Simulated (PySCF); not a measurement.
CF4, SMILES FC(F)(F)F. Heavy atoms are numbered as in [F:1][C:2]([F:3])([F:4])[F:5].

The structure is a stationary point at B3LYP-D3(BJ)/def2-SVP.

Method: PBE/pcSseg-2 run with PySCF.

GIAO shieldings, no solvent; atoms alike by connectivity are averaged. δ = σ(ref) − σ: ¹⁹F against CFCl3 (σ = 132.0 ppm); ¹³C against TMS (σ = 181.4 ppm), references at their B3LYP-D3(BJ)/def2-TZVP geometries, non-relativistic.

| nucleus | atoms | count | δ (ppm) |
|---|---|---|---|
| ¹⁹F | F1 | 4 | -95.6 |
| ¹³C | C2 | 1 | 142.0 |
